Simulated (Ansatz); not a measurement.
This geometry of AlH3O + H2 (7 atoms, charge 0, multiplicity 1) is a first-order saddle point.

Theory: RKS PBE0/def2-SVP in Ansatz 0.2.0.

```xyz
7
Properties=species:S:1:pos:R:3
Al 0.012 0.229 0.008
O -0.008 -0.014 1.868
H -0.798 -0.301 2.343
H 1.406 -0.106 -0.661
H -1.406 -0.016 -0.663
H 0.051 1.862 0.730
H -0.020 1.193 1.530
```

Task: Which two structures does it join? (They come from a converged band through this point; their orientation in space is the band's.)

Result: Bonds broken: H6–H7. Bonds formed: Al1–H6, O2–H7. AlH3O + H2 becomes AlH5O.

First end point:

```xyz
7
Properties=species:S:1:pos:R:3
Al -0.049 -0.118 0.217
O -0.068 -0.573 1.867
H -0.856 -0.715 2.394
H 1.375 -0.084 -0.469
H -1.414 0.093 -0.569
H 0.132 2.259 0.501
H 0.119 1.986 1.215
```

Last end point:

```xyz
7
Properties=species:S:1:pos:R:3
Al 0.031 0.478 -0.145
O -0.036 0.147 1.864
H -0.832 -0.320 2.151
H 1.366 -0.274 -0.595
H -1.380 -0.219 -0.466
H 0.064 2.081 -0.043
H 0.025 0.955 2.390
```

Task: How far does it lie above each of them?

Result: 78.3 kJ/mol above the first and 62.6 kJ/mol above the second. This is the barrier of this one path; another mechanism may lie lower. The orbitals stay closed-shell, which can raise the energy where a bond breaks towards radicals; this wasn't checked here.

The run took 95 s on 1 thread of Arm Neoverse V2, on a shared host, peak memory 0.1 GiB.
